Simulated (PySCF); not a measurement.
Compound: C3H4F2O.
InChI=1S/C3H4F2O/c1-2-6-3(4)5/h2-3H,1H2

A linear-response calculation (PySCF, def2-SVPD basis, gas phase, vertical, core orbitals frozen in the response) gave these numbers; the functional is withheld.

Orbital energies (eV): HOMO-3 -12.84, HOMO-2 -12.59, HOMO-1 -12.01, HOMO -9.04, LUMO 1.10, LUMO+1 1.39, LUMO+2 1.80.

| state | E (eV) | f | main configurations (H = HOMO, L = LUMO) |
| --- | --- | --- | --- |
| S1 | 7.19 | 0.172 | H→L (74%), H→L+1 (16%) |
| S2 | 7.31 | 0.150 | H→L+1 (62%), H→L (22%), H→L+2 (13%) |
| S3 | 7.74 | 0.033 | H→L+2 (74%), H→L+1 (15%) |
| S4 | 8.23 | 0.0024 | H→L+3 (77%) |
| S5 | 8.92 | 0.0033 | H→L+4 (44%), H-1→L (31%), H→L+6 (9%) |
| S6 | 8.95 | 0.021 | H→L+5 (44%), H→L+4 (28%), H-1→L (9%) |

Triplets (Tamm–Dancoff): T1 4.38 eV, H→L (86%); T2 7.10 eV, H→L+1 (75%), H→L+2 (13%); T3 7.59 eV, H→L+2 (75%), H→L+3 (9%), H→L+1 (8%); T4 8.07 eV, H→L+3 (64%), H→L+6 (11%).

Vertical ionisation energy by ΔSCF with the same functional: 10.09 eV. Mean static polarisability: 44.1 au.

Question: Which of these was used?
A. PBE0
B. HF
C. PBE
D. CAM-B3LYP

Answer: D. CAM-B3LYP is range-separated, 19% exact exchange at short range and 65% at long range (ω = 0.33 bohr⁻¹). In this run −ε(HOMO) = 9.03 eV differs from the ΔSCF value by -1.06 eV, and S1 differs from the orbital gap of 10.14 eV by -2.95 eV. The ratio −ε(HOMO)/IP is 0.90. Usual ranges for neutral molecules in this basis: 0.85 to 0.93 with CAM-B3LYP, 0.5 to 0.7 with PBE, 0.7 to 0.83 with PBE0; with Hartree–Fock the ratio is 1 or more (Koopmans' value less the relaxation energy is the ΔSCF value). The other options: PBE, a GGA without exact exchange; HF, time-dependent Hartree–Fock, 100% exact exchange; PBE0, a global hybrid with 25% exact exchange.

Theory: TDDFT CAM-B3LYP/def2-SVPD, vertical, gas phase, core orbitals frozen in the response in PySCF 2.14.0, density-fitted response routines. One conformer (not necessarily the lowest) at the PBE0-D3(BJ)/def2-SVP geometry, without solvent, vibrations or thermal averaging.

Shape of the structure used: `[CH2:1]=[CH:2][O:3][CH:4]([F:5])[F:6]`: C1–C2–O3–C4 16°, C2–O3–C4–F5 166°.
